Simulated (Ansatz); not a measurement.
(H3Si)2S (Si2H6S). Charge 0, multiplicity 1. Geometry PBE-D4/def2-TZVP, basis def2-TZVP, Ansatz.

| run | HOMO (eV) | LUMO (eV) |
| --- | --- | --- |
| A | -7.29 | -0.44 |
| B | -6.35 | -1.11 |
| C | -6.63 | -0.74 |
| D | -8.57 | 0.65 |
| E | -6.42 | -1.39 |
| F | -7.53 | -0.26 |

B3LYP takes the VWN-RPA correlation.

Task: The runs used B3LYP, BHLYP, LDA (SPW92), PBE, PBE0, r2SCAN. Estimate which is which.

Result: A B3LYP (20 % exact exchange); B PBE (0 % exact exchange); C r2SCAN (0 % exact exchange); D BHLYP (50 % exact exchange); E LDA (SPW92) (0 % exact exchange); F PBE0 (25 % exact exchange). Exact exchange lowers occupied and raises empty levels; among semilocal functionals meta-GGAs tend to open the gap a little, and such runs are hard to tell apart. The gap grows from 5.03 eV (LDA (SPW92)) to 9.23 eV (BHLYP).
